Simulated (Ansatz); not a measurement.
The same path of C2H4OS (8 atoms, charge 0, multiplicity 1) was run twice with different band settings. Lost on the way: H1–O2. Made: H1–S5.

Method: Ansatz, RKS B3LYP/def2-SVP.

Relaxed end points:

```xyz
8
Properties=species:S:1:pos:R:3
H -1.497 -1.253 -1.089
O -1.032 -1.052 -0.257
C -0.201 -0.034 -0.509
C 0.566 0.357 0.720
S -0.078 0.664 -1.988
H 1.121 -0.516 1.102
H -0.139 0.658 1.513
H 1.260 1.177 0.508
```

```xyz
8
Properties=species:S:1:pos:R:3
H -1.490 -0.511 -2.136
O -0.524 -1.608 -0.008
C -0.235 -0.453 -0.162
C 0.610 0.360 0.797
S -0.795 0.515 -1.595
H 1.016 -0.307 1.568
H -0.010 1.137 1.272
H 1.429 0.867 0.264
```

Common settings: movable images 9; climbing image yes; optimiser quadratic models (default); start path through a guess of the saddle point; force threshold 0.05 eV/Å; iteration limit 60; end points relaxed.

| run | spring |
| --- | --- |
| 1 | 5.0 eV/Å² |
| 2 | 0.1 eV/Å² |

(1) What does each run give, and how far can it be trusted?

Results:

(1) Run 1: converged after 9 iterations, highest image 1.183 eV above the first end. A vibrational analysis at the climbing image gives one clearly imaginary mode, 1708i cm⁻¹: a first-order saddle point.
Run 2: converged after 8 iterations, highest image 1.183 eV above the first end. Another band between the same ends (9 images) ends at a top of the same energy, where a vibrational analysis finds 1 clearly imaginary mode.
The orbitals stay closed-shell, which can raise the energy where a bond breaks towards radicals; this wasn't checked here.
